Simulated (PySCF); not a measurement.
PySCF input (HF/def2-TZVPD):

```python
from pyscf import gto, scf, dft

mol = gto.M(
    atom='''
    C     0.00176673    0.00714570    0.88419070
    C     0.04670761   -0.65758549   -0.40958024
    C     0.05610059    0.65012942   -0.42016747
    H    -0.79093572    0.01888418    1.63082063
    H     0.07046944   -1.57805318   -0.96603229
    H     0.09301667    1.56103119   -0.99144626
    ''',
    basis='def2-tzvpd',
    charge=0,
    spin=1,
    verbose=4,
)

mf = scf.UHF(mol).density_fit(auxbasis='def2-universal-jkfit')
mf.conv_tol = 1e-9
mf.max_cycle = 100
mf.max_memory = 1500
mf.kernel()
if not mf.converged:
    mf = mf.newton()
    mf.kernel(mf.make_rdm1())
for _ in range(2):
    mo, _, stable, _ = mf.stability(return_status=True)
    if stable:
        break
    mf.kernel(mf.make_rdm1(mo, mf.mo_occ))
mf.analyze()
```

End of the output:

```
Extra cycle  E= -115.237722718052  delta_E= -4.33e-11  |g|= 3.41e-06  |ddm|= 2.08e-05
converged SCF energy = -115.237722718052  <S^2> = 0.76203367  2S+1 = 2.0119977
uhf_internal: lowest eigs of H = [0.03111788 0.36919651 0.37097082]
<class 'pyscf.df.df_jk.DFUHF'> wavefunction is stable in the internal stability analysis
**** SCF Summaries ****
Total Energy =                        -115.237722718052240
Nuclear Repulsion Energy =              58.194902791762146
One-electron Energy =                 -269.345707137704153
Two-electron Energy =                   95.913081627889781
Two-electron Coulomb Energy =          112.486458334145425
DFT Exchange-Correlation Energy =      -16.573376706255644
HOMO-LUMO gap [eV] =                     9.833225516627179
**** MO energy ****
                             alpha | beta                alpha | beta
MO #1   energy= -11.2590611940518  | -11.2580937288891  occ= 1 | 1
MO #2   energy= -11.2569952880567  | -11.256132203417   occ= 1 | 1
MO #3   energy= -11.2491682942037  | -11.2257534153487  occ= 1 | 1
MO #4   energy= -1.18694255114771  | -1.16839955625708  occ= 1 | 1
MO #5   energy= -0.814796317690863 | -0.778617754269387 occ= 1 | 1
MO #6   energy= -0.781639193869299 | -0.768284418802966 occ= 1 | 1
MO #7   energy= -0.692579869870716 | -0.675883224811791 occ= 1 | 1
MO #8   energy= -0.555416125398725 | -0.508688366814354 occ= 1 | 1
MO #9   energy= -0.480359766178331 | -0.438169533207133 occ= 1 | 1
MO #10  energy= -0.453359855578377 | -0.425688616231428 occ= 1 | 1
MO #11  energy= -0.285521311406161 | 0.0758430641313402 occ= 1 | 0
MO #12  energy= 0.0756163272233035 | 0.0920108258963929 occ= 0 | 0
MO #13  energy= 0.0915316944380699 | 0.0997310978823412 occ= 0 | 0
MO #14  energy= 0.0986457191216046 | 0.128761230811914  occ= 0 | 0
MO #15  energy= 0.119069295125682  | 0.129529994140147  occ= 0 | 0
MO #16  energy= 0.170003010639036  | 0.171880424966227  occ= 0 | 0
MO #17  energy= 0.178623020031771  | 0.17931536558111   occ= 0 | 0
MO #18  energy= 0.183941497600331  | 0.19368330178542   occ= 0 | 0
MO #19  energy= 0.210630211835801  | 0.216657416421749  occ= 0 | 0
MO #20  energy= 0.233943593046864  | 0.237914694829365  occ= 0 | 0
MO #21  energy= 0.234570690931702  | 0.261708836798468  occ= 0 | 0
MO #22  energy= 0.26059107398687   | 0.264787796742738  occ= 0 | 0
MO #23  energy= 0.271579349972376  | 0.280877075534689  occ= 0 | 0
MO #24  energy= 0.28285191076028   | 0.29085933084562   occ= 0 | 0
MO #25  energy= 0.293505614272271  | 0.301832178762911  occ= 0 | 0
MO #26  energy= 0.303442397474235  | 0.312122059057685  occ= 0 | 0
MO #27  energy= 0.309266425133747  | 0.312532380649308  occ= 0 | 0
MO #28  energy= 0.336642062193447  | 0.340797544509986  occ= 0 | 0
MO #29  energy= 0.341143168512785  | 0.343222673478622  occ= 0 | 0
MO #30  energy= 0.345118825999687  | 0.348654407665923  occ= 0 | 0
MO #31  energy= 0.354955697517244  | 0.361914005080309  occ= 0 | 0
MO #32  energy= 0.38361371447678   | 0.388951105969745  occ= 0 | 0
MO #33  energy= 0.391597770522113  | 0.396385469968918  occ= 0 | 0
MO #34  energy= 0.401040001328547  | 0.402222392998034  occ= 0 | 0
MO #35  energy= 0.405983696119906  | 0.416187990444618  occ= 0 | 0
MO #36  energy= 0.435825688525231  | 0.437263004040854  occ= 0 | 0
MO #37  energy= 0.447110897133259  | 0.449581816432826  occ= 0 | 0
MO #38  energy= 0.450870675234297  | 0.464720245155873  occ= 0 | 0
MO #39  energy= 0.477176056202079  | 0.478105639538021  occ= 0 | 0
MO #40  energy= 0.485286756405721  | 0.488315853886398  occ= 0 | 0
MO #41  energy= 0.494696415734976  | 0.501904477572236  occ= 0 | 0
MO #42  energy= 0.518385882667776  | 0.521045965252026  occ= 0 | 0
MO #43  energy= 0.525142589102896  | 0.537856324977346  occ= 0 | 0
MO #44  energy= 0.534365267688772  | 0.541025123499859  occ= 0 | 0
MO #45  energy= 0.566638352496178  | 0.573844679099502  occ= 0 | 0
MO #46  energy= 0.582088541626476  | 0.582738716473405  occ= 0 | 0
MO #47  energy= 0.630271376760756  | 0.638121328696119  occ= 0 | 0
MO #48  energy= 0.658594640532359  | 0.669458906712661  occ= 0 | 0
MO #49  energy= 0.666801754911989  | 0.673748591357939  occ= 0 | 0
MO #50  energy= 0.673172145874234  | 0.676220847349271  occ= 0 | 0
MO #51  energy= 0.700910709347074  | 0.712819164211904  occ= 0 | 0
MO #52  energy= 0.730496090454947  | 0.736499995863351  occ= 0 | 0
MO #53  energy= 0.731146516957927  | 0.774211947248443  occ= 0 | 0
MO #54  energy= 0.793436332014188  | 0.804255854333892  occ= 0 | 0
MO #55  energy= 0.821404822514878  | 0.828199780520049  occ= 0 | 0
MO #56  energy= 0.830854535677689  | 0.832456981035109  occ= 0 | 0
MO #57  energy= 0.844043828627582  | 0.852299977878601  occ= 0 | 0
MO #58  energy= 0.875536788830159  | 0.877722159900639  occ= 0 | 0
MO #59  energy= 0.897813394764008  | 0.922955075654926  occ= 0 | 0
MO #60  energy= 1.02925030890942   | 1.03277414168409   occ= 0 | 0
MO #61  energy= 1.02964150978594   | 1.03949470979658   occ= 0 | 0
MO #62  energy= 1.04304989024671   | 1.06078308548727   occ= 0 | 0
MO #63  energy= 1.06292718675841   | 1.08419827934506   occ= 0 | 0
MO #64  energy= 1.12045459032982   | 1.13170372967947   occ= 0 | 0
MO #65  energy= 1.24050816699458   | 1.26282384317955   occ= 0 | 0
MO #66  energy= 1.29694672998111   | 1.30048920747322   occ= 0 | 0
MO #67  energy= 1.32539259613533   | 1.34074135443709   occ= 0 | 0
MO #68  energy= 1.33596810311019   | 1.34752464305263   occ= 0 | 0
MO #69  energy= 1.39527817977324   | 1.40671890509422   occ= 0 | 0
MO #70  energy= 1.40576085349159   | 1.42791929425781   occ= 0 | 0
MO #71  energy= 1.44049034850527   | 1.45723877381183   occ= 0 | 0
MO #72  energy= 1.49749577556182   | 1.50528084058327   occ= 0 | 0
MO #73  energy= 1.53881933150198   | 1.55238910104789   occ= 0 | 0
MO #74  energy= 1.59401092705484   | 1.59651691700985   occ= 0 | 0
MO #75  energy= 1.68837384701918   | 1.69019003132013   occ= 0 | 0
MO #76  energy= 1.85688620482191   | 1.8827390808931    occ= 0 | 0
MO #77  energy= 1.99510566079708   | 2.01821237760104   occ= 0 | 0
MO #78  energy= 2.0289654122973    | 2.03287918639777   occ= 0 | 0
MO #79  energy= 2.05027548562605   | 2.0524732634446    occ= 0 | 0
MO #80  energy= 2.07952167932086   | 2.09758854225923   occ= 0 | 0
MO #81  energy= 2.09023173213433   | 2.10445833530616   occ= 0 | 0
MO #82  energy= 2.11263219661456   | 2.13728774769791   occ= 0 | 0
MO #83  energy= 2.15515324756464   | 2.15847699428131   occ= 0 | 0
MO #84  energy= 2.19553432248592   | 2.20299969752353   occ= 0 | 0
MO #85  energy= 2.29120529148606   | 2.30218254228055   occ= 0 | 0
MO #86  energy= 2.3024777575716    | 2.31698832951255   occ= 0 | 0
MO #87  energy= 2.32309663330777   | 2.32956384691352   occ= 0 | 0
MO #88  energy= 2.45395509082386   | 2.4599202977289    occ= 0 | 0
MO #89  energy= 2.49444672413899   | 2.49796578187642   occ= 0 | 0
MO #90  energy= 2.54734055429169   | 2.56295668257793   occ= 0 | 0
MO #91  energy= 2.56463873427407   | 2.56785960529333   occ= 0 | 0
MO #92  energy= 2.64033593253633   | 2.64309995413872   occ= 0 | 0
MO #93  energy= 2.67409659541748   | 2.68124543288115   occ= 0 | 0
MO #94  energy= 2.78316102302015   | 2.79470114824136   occ= 0 | 0
MO #95  energy= 2.8516666276466    | 2.86512489836545   occ= 0 | 0
MO #96  energy= 2.86816379699885   | 2.87520514169077   occ= 0 | 0
MO #97  energy= 2.95309186347176   | 2.9547548281666    occ= 0 | 0
MO #98  energy= 2.96435211993866   | 2.96823739908603   occ= 0 | 0
MO #99  energy= 3.00266860165015   | 3.00701590534747   occ= 0 | 0
MO #100 energy= 3.02301921493326   | 3.03706495219588   occ= 0 | 0
MO #101 energy= 3.03130469609241   | 3.04190943012658   occ= 0 | 0
MO #102 energy= 3.08876926595272   | 3.09533216172379   occ= 0 | 0
MO #103 energy= 3.12416961258351   | 3.12913099763924   occ= 0 | 0
MO #104 energy= 3.20110689269776   | 3.20935964347608   occ= 0 | 0
[...]
```

It need not be the lowest isomer of its formula.
